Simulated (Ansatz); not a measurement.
Cost and result for the atomization energy of `[BH2][AlH2]` (6 atoms, 5 bonds).

Charge 0, multiplicity 1. All single points use the PBE0-D4/def2-TZVP geometry. Program: Ansatz. All runs use 2 threads of an Intel Xeon Platinum 8488C on a shared host. Times are those of one run each, without the atoms' runs, and a repeat can differ threefold. Electronic energies, without spin–orbit coupling; frozen cores. CCSD(T)/CBS extrapolates def2-TZVPP and def2-QZVPP, and its time is that of the two runs behind it. T1 = 0.010. B3LYP takes the VWN-RPA correlation (the form of Gaussian; ORCA's B3LYP/G). HSE06 is the plane-wave form, built on full-range PBE exchange.

CCSD(T)/CBS is a level of theory with its own doubt, some kJ/mol a heavy atom from the limit and from the frozen cores, so smaller differences don't rank the functionals.

| level | functions | atomization (kJ/mol) | difference from CCSD(T)/CBS | per bond |
| --- | --- | --- | --- | --- |
| PBE0-D4/def2-TZVPP | 129 | 1557.1 | -11.5 | -2.3 |
| BHLYP-D4/def2-TZVPP | 129 | 1574.3 | 5.7 | 1.2 |
| ωB97X-V/def2-TZVPP | 129 | 1588.2 | 19.6 | 3.9 |
| CCSD(T)/def2-QZVPP | 247 | 1556.9 | -11.7 | -2.3 |
| CCSD(T)/CBS(def2) | – | 1568.6 | 0.0 | 0.0 |
| r2SCANh-D4/def2-TZVPP | 129 | 1578.3 | 9.7 | 2.0 |
| CCSD(T)/def2-TZVPP | 129 | 1539.6 | -29.0 | -5.8 |
| ωB97M-V/def2-TZVPP (with forces) | 129 | 1580.2 | 11.6 | 2.3 |
| BLYP-D4/def2-TZVPP | 129 | 1560.6 | -8.0 | -1.6 |
| HSE06-D4/def2-TZVPP | 129 | 1557.5 | -11.1 | -2.2 |
| B3LYP-D4/def2-TZVPP (with forces) | 129 | 1583.9 | 15.3 | 3.1 |
| CAM-B3LYP-D4/def2-TZVPP | 129 | 1589.5 | 20.9 | 4.2 |
| CCSD(T)/def2-SVP | 52 | 1501.8 | -66.8 | -13.3 |

(1) Order the runs by time, with rough figures. (Estimate.)

Answers

(1) Computed: CCSD(T)/def2-SVP 0.3 s; BLYP-D4/def2-TZVPP 0.65 s; PBE0-D4/def2-TZVPP 0.65 s; BHLYP-D4/def2-TZVPP 0.75 s; HSE06-D4/def2-TZVPP 0.8 s; CAM-B3LYP-D4/def2-TZVPP 0.85 s; B3LYP-D4/def2-TZVPP (with forces) 1 s; r2SCANh-D4/def2-TZVPP 1.1 s; ωB97X-V/def2-TZVPP 2 s; ωB97M-V/def2-TZVPP (with forces) 2.5 s; CCSD(T)/def2-TZVPP 2.7 s; CCSD(T)/def2-QZVPP 3.7 min; CCSD(T)/CBS(def2) 3.7 min.

From r2SCAN to r2SCAN0 (25 % exact exchange), in def2-TZVPP and without D4, the atomization energy moves by −8.9 kJ/mol: exact exchange takes away binding that semilocal exchange gives to molecules. At CCSD(T), def2-SVP lies −66.7 kJ/mol from the extrapolated value and def2-TZVPP −29.0 kJ/mol: correlation converges slowly with the basis, and small sets miss more of it in the bonded molecule than in its fragments. In def2-TZVPP, CCSD(T) changes the Hartree–Fock value by +286.3 kJ/mol (the triples alone add +7.8 kJ/mol) and MP2 by +273.3 kJ/mol; breaking electron pairs costs correlation energy, which Hartree–Fock lacks.
